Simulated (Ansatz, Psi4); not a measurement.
## NOF (nitrosyl fluoride): the vertical ionisation energy from total energies

NOF: 3 atoms, total charge 0, spin state singlet. As SMILES, `O=NF`. The coordinates come from a PBE0-D4/def2-TZVP relaxation.

```xyz
3

O     0.8683    0.2430    0.5047
N     0.1489   -0.4825    0.0299
F    -1.0173    0.2396   -0.5346
```

Both states at this one shape; open shells run unrestricted unless said. 1 Eh = 27.2114 eV.

| level | program | singlet NOF (Eh) | doublet NOF+ (Eh) |
| --- | --- | --- | --- |
| HF/def2-TZVP | Ansatz | -228.721639 | -228.292707 |
| r2SCAN/STO-3G | Ansatz | -226.437246 | -226.072328 |
| RPA@PBE/STO-3G, 3 core orbitals frozen | Ansatz | -225.753926 | -225.457126 |
| MP2/def2-TZVPP, 3 core orbitals frozen | Psi4 | -229.413198 | -228.899662 |

**Question.** Work out the vertical ionisation energy at each level.

**Answer.** 
1. HF/def2-TZVP: -228.292707 − (-228.721639) = 0.428932 Eh = 11.67 eV.
2. r2SCAN/STO-3G: -226.072328 − (-226.437246) = 0.364918 Eh = 9.93 eV.
3. RPA@PBE/STO-3G: -225.457126 − (-225.753926) = 0.296800 Eh = 8.08 eV.
4. MP2/def2-TZVPP: -228.899662 − (-229.413198) = 0.513536 Eh = 13.97 eV.

No measured value is set beside it here; the levels span 8.08 to 13.97 eV. Minimal sets are far from the basis-set limit. The reference of the second state is spin-contaminated at HF/def2-TZVP (⟨S²⟩ = 1.02). The reference of the second state is spin-contaminated at MP2/def2-TZVPP (⟨S²⟩ = 1.02).
